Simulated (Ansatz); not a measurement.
# HO (doublet): from Hartree-Fock to the top rungs, def2-QZVPP

One table from this session's results is given with a row withheld; the runs are named, their logs left out.

The runs use Ansatz 0.2.0, Gaussian basis; def2-QZVPP, core rule «outside noble gas», up to 1 orbitals frozen.

The runs, in order: UHF; ROHF; CCSD(T) on UHF.

2 further runs of the same task are left out: 2 set aside as unsound or not needed.

## The system

The geometry is a PBE0/def2-TZVP stationary point (not a proven minimum).

2 atoms, charge 0, spin multiplicity 2.

Atoms are counted from 1 here; the program's logs count them from 0.

Bond lengths: O1–H2 0.973 Å.

Geometry (Å):

```
O     0.0000    0.0000    0.0000
H     0.0000    0.0000    0.9731
```

The first run:

Input file in.yaml:

```yaml
crystal:
  periodic: [false, false, false]
  atoms:
    - {symbol: O, position_ang: [0.000000, 0.000000, 0.000000]}
    - {symbol: H, position_ang: [0.000000, 0.000000, 0.973108]}
basis:
  gaussian: {orbitals: "def2-QZVPP.json"}
magnetization: {spin_polarized: true, initial_magnetization: 1}
hamiltonian: {xc: hf}
output: {orbitals: {seedname: orbitals}}
```

The run is started by

```
ansatz run in.yaml --threads 1 --pin off --events-out ev --progress --plain --max-ram 2393MiB
```

Among the steps run: UHF; ROHF; CCSD(T) on UHF.

One of the session's tables, all rows but one given; the rest of the session is left out.

| method | from UCCSD(T) (kcal/mol) |
| --- | --- |
| ROHF | +150.78 |
| UHF | +147.63 |
| UMP2 | ? |
| UCCSD | +3.91 |
| UCCSD(T) | 0 |

**Question.** Estimate the row for UMP2.

**Answer.** from UCCSD(T) (kcal/mol): +11.38. In the column «from UCCSD(T) (kcal/mol)» it lies between UCCSD (+3.91) and UHF (+147.63).
